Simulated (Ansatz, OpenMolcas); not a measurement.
## How methods differ on [PH2]− (phosphanide)

[PH2]− has 3 atoms, charge -1, and is taken as a singlet. SMILES: `[PH2-]`. The coordinates come from a GFN2-xTB relaxation.

```tsv
atom	x (Å)	y (Å)	z (Å)
P	0.4989	-0.2936	0.2450
H	0.1056	0.9902	0.1651
H	-0.6045	-0.6966	-0.4102
```

Quantity: the energy change with the P1–H2 bond stretched from 1.345 to 3.363 Å, in eV. The values are calculated.

| level | kind | program | value (eV) | CPU time (all runs) |
| --- | --- | --- | --- | --- |
| SVWN5/6-31G* (spherical functions) (restricted) | LDA | Ansatz | 3.48 | 0.96 s |
| revPBE/6-31G* (spherical functions) (restricted) | GGA | Ansatz | 3.22 | 1.3 s |
| r2SCAN/6-31G* (spherical functions) (restricted) | meta-GGA | Ansatz | 3.58 | 3.4 s |
| PBE0/6-31G* (spherical functions) (restricted) | global hybrid | Ansatz | 3.78 | 1.3 s |
| r2SCAN0/6-31G* (spherical functions) (restricted) | hybrid meta-GGA | Ansatz | 3.93 | 3.5 s |
| wB97M-V/6-31G* (spherical functions) (restricted) | range-separated hybrid | Ansatz | 4.01 | 15 s |
| B2PLYP/6-31G* (spherical functions) (restricted) | double hybrid | Ansatz | 3.58 | 2 s |
| MP2/6-31G* (spherical functions) (restricted) | perturbation theory | Ansatz | 4.00 | 0.33 s |
| CCSD(T)/6-31G* (spherical functions) (restricted) | coupled cluster or CI | Ansatz | 2.75 | 0.49 s |
| FCI/3-21G | exact in the basis | OpenMolcas | 2.64 | 12 s |

Sets without diffuse functions describe the anion poorly. The first shape isn't each level's own minimum. The values span 2.64 to 4.01 eV. The coupled-cluster rows rest on a doubtful reference here (large T1 or Brueckner and Hartree–Fock orbitals at odds), and rows may lie in different states. High-level rows in very small sets aren't better than simpler rows in larger ones. Times are those of the runs behind each value, whatever else they computed, on shared processors of several kinds: orders of magnitude only.
